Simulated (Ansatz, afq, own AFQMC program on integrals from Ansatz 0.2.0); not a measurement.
AFQMC on a folder of integrals that Ansatz 0.2.0 wrote.

```yaml
crystal:
  periodic: [false, false, false]
  atoms:
    - {symbol: Si, position_ang: [0.000000, -0.029760, 0.504488]}
    - {symbol: N, position_ang: [0.000000, 0.114205, -1.081764]}
    - {symbol: H, position_ang: [0.000000, -1.262006, 1.342706]}
    - {symbol: H, position_ang: [0.000000, 1.204545, 1.315030]}
    - {symbol: H, position_ang: [0.000000, -0.700331, -1.682342]}
basis:
  gaussian: {orbitals: cc-pVTZ}
magnetization: {spin_polarized: false, initial_magnetization: 2}
correlation: {method: ccsd_t, electrons: outside_noble_gas, hamiltonian_folder: ham}
```

```sh
$ ansatz run in.yaml --threads 1 --pin off --events-out ev --progress --plain --max-ram 16896MiB --backend cuda --devices 0, --max-vram 18GiB
```

Options of the walk:

```
--method phaseless --trial hf --walkers 400 --populations 10 --least-time 40 --time-step 0.005 --steps-per-block 20 --equilibration-blocks 112 --max-blocks 4000 --target-error 0.001050 --factor-cut 1e-05 --start spin_pure --seed 8350 --taylor-order 6
```

Times are imaginary, in 1/Eh. The walk had a cap of 94 s. With eight or more populations the least sampling time is a fifth of least-time, and the error comes from their spread.

afq prints:

```
orbitals 100  electrons 7 5  factors 608 of 612
reference energy -345.02147323 Eh
CCSD correlation -0.31915888 Eh in 12 cycles, weight of the determinant in the CISD state 0.8797
energy of the start -345.021475 Eh
 block  time / (1/Eh)  mean weight  energy / Eh
     1     0.100  1.0028  -345.114334
     2     0.200  1.0013  -345.177326
     3     0.300  1.0019  -345.219365
     4     0.400  1.0020  -345.244399
     5     0.500  1.0025  -345.253401
     7     0.700  1.0012  -345.281246
     9     0.900  1.0001  -345.300775
    20     2.000  1.0006  -345.335157
    58     5.800  0.9985  -345.355053
    77     7.700  1.0002  -345.373917
    96     9.600  0.9999  -345.341257
   134    13.400  1.0005  -345.341754
   172    17.200  0.9997  -345.368879
   210    21.000  0.9991  -345.339036
   248    24.800  1.0005  -345.342629
   286    28.600  1.0006  -345.350525
   324    32.400  1.0009  -345.360485
   362    36.200  1.0012  -345.359285
   400    40.000  0.9989  -345.347452
   438    43.800  0.9993  -345.348489
   476    47.600  1.0004  -345.365350
   514    51.400  1.0005  -345.361508
   533    53.300  0.9995  -345.326463
   552    55.200  1.0007  -345.369006
   590    59.000  0.9994  -345.331212
   628    62.800  1.0005  -345.340592
   666    66.600  0.9995  -345.348813
   704    70.400  1.0014  -345.350771
   742    74.200  1.0005  -345.354557
   761    76.100  0.9996  -345.355861
error from the spread of 10 populations
energy -345.350009 +/- 0.001331 Eh
(rows thinned)
```

The run passed its tests (sampling time, drift between the halves within three errors, error under three times the target), which doesn't prove that it has relaxed, ending at its cap on processor time. The second half of the sampling lies above the first by 1.6 errors of their difference, so the energy may still be moving and its error bar be too small.

Against this walk (error 36.2 meV) on the same determinant: CCSD(T) 24.8 meV lower (within the noise), the released energy of a separate walk with a CISD trial 53.2 ± 37.3 meV lower (within the noise), a separate phaseless walk with a CISD trial and standard settings 49.0 ± 36.5 meV lower (within the noise). The error is statistical and leaves out the bias of the constraint.

Cautions: constraint bias not in the error; error above the target (36.2 against 28.6 meV); another spin lies lower (by 3.59 eV).

The walk took 94 s on 1 × NVIDIA H100 80GB HBM3 with 2 threads of AMD EPYC 7R13 Processor (Zen 3) (shared host) (the card was shared). The log's last line is the phaseless energy.

A walk keeps the symmetry of its determinant, which the program's search chose and which needn't be the lowest solution, so a lower state of the same spin and another symmetry isn't excluded.
